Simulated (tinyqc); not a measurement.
Worked calculation: geometry optimisation on the RHF/sto-6g surface (energies and gradients from PySCF), for BH2+, spin multiplicity 1. Computed by tinyqc, a small Python program that keeps every step (integrals from PySCF). Settings: charge = 1, multiplicity = 1, basis = sto-6g, optimiser = bfgs, first Hessian = 0.6, largest step = 0.1, iteration cap = 30. Command: `OMP_NUM_THREADS=1 python tinyqc.py 31253 31254 out.jsonl` (the two numbers bound the seeds that draw the settings). One thread of a shared host (Intel(R) Xeon(R) Processor @ 2.60GHz), about 2 s of CPU time with the checks.

## Step 1: energy and gradient

positions at the start (bohr):
```
           x         y         z
1B   0.06425   0.04157  -0.04157
2H  -0.04724   1.86327   1.07525
3H   0.03402  -2.02012   1.06014
```

Self-consistent energy and analytic gradient at these positions.

energy = -25.3747392 hartree

gradient (hartree/bohr):
```
             x           y           z
1B   0.0031346   0.0644236  -0.0675445
2H   0.0000684  -0.0588278   0.0173535
3H  -0.0032030  -0.0055957   0.0501910
```

## Step 1: move

Quasi-Newton step p = -H^(-1) g (first H = 0.6 times the unit matrix); steps longer than 0.1 bohr are cut back (factor 0.489 here).

positions after step 1 (bohr):
```
           x         y        z
1B   0.06170  -0.01095  0.01349
2H  -0.04730   1.91123  1.06111
3H   0.03663  -2.01556  1.01922
```

## Step 2: energy and gradient

As before.

energy = -25.3848711 hartree

gradient (hartree/bohr):
```
             x           y           z
1B   0.0037300   0.0181927  -0.0620989
2H  -0.0010129  -0.0362682   0.0266550
3H  -0.0027171   0.0180756   0.0354439
```

## Step 2: move

inverse Hessian in use (bohr^2/hartree):
```
          1         2         3         4         5         6         7         8
1   1.67131   0.03871  -0.08234  -0.00096  -0.05442   0.03154  -0.00368   0.01571
2   0.03871   1.29638  -0.46978  -0.02098  -0.05385   0.33408  -0.01774   0.42413
3  -0.08234  -0.46978   3.05876   0.02108   0.83993  -0.58138   0.06125  -0.37016
4  -0.00096  -0.02098   0.02108   1.66662   0.01874  -0.00519   0.00100   0.00224
5  -0.05442  -0.05385   0.83993   0.01874   2.07377  -0.41065   0.03568  -0.35325
6   0.03154   0.33408  -0.58138  -0.00519  -0.41065   1.87352  -0.02635   0.07657
7  -0.00368  -0.01774   0.06125   0.00100   0.03568  -0.02635   1.66935  -0.01795
8   0.01571   0.42413  -0.37016   0.00224  -0.35325   0.07657  -0.01795   1.59578
9   0.05080   0.13569  -0.81071  -0.01589  -0.42928   0.37453  -0.03491   0.29359

          9
1   0.05080
2   0.13569
3  -0.81071
4  -0.01589
5  -0.42928
6   0.37453
7  -0.03491
8   0.29359
9   2.10284
```

Quasi-Newton step p = -H^(-1) g (the inverse Hessian comes from BFGS updates; coordinates in the order x, y, z of each atom); steps longer than 0.1 bohr are cut back (factor 0.252 here).

positions after step 2 (bohr):
```
           x         y        z
1B   0.05743  -0.03014  0.08401
2H  -0.04611   1.95178  1.03045
3H   0.03970  -2.03691  0.97935
```

## Convergence

Stop when the largest gradient component is below 3e-5 hartree/bohr. The inverse Hessian follows the BFGS update with s = step, y = change of gradient.

Course of the optimisation:

| step | E (hartree) | largest gradient (hartree/bohr) |
|---|---|---|
| 1 | -25.3747392 | 6.75e-02 |
| 2 | -25.3848711 | 6.21e-02 |
| 3 | -25.3929688 | 5.20e-02 |
| 4 | -25.4001248 | 4.58e-02 |
| 5 | -25.4065591 | 4.11e-02 |
| 6 | -25.4122310 | 3.67e-02 |
| 7 | -25.4170642 | 3.18e-02 |
| 8 | -25.4209892 | 2.62e-02 |
| 9 | -25.4239435 | 1.98e-02 |
| 10 | -25.4258772 | 1.24e-02 |
| 11 | -25.4267779 | 5.95e-03 |
| 12 | -25.4269124 | 4.69e-03 |
| 13 | -25.4269547 | 1.59e-03 |
| 14 | -25.4269586 | 2.03e-04 |
| 15 | -25.4269587 | 2.88e-05 |

Final distances (angstrom):

| pair | distance |
|---|---|
| 2H-1B | 1.18167 |
| 3H-1B | 1.18172 |
| 3H-2H | 2.36339 |

Converged in 15 steps.
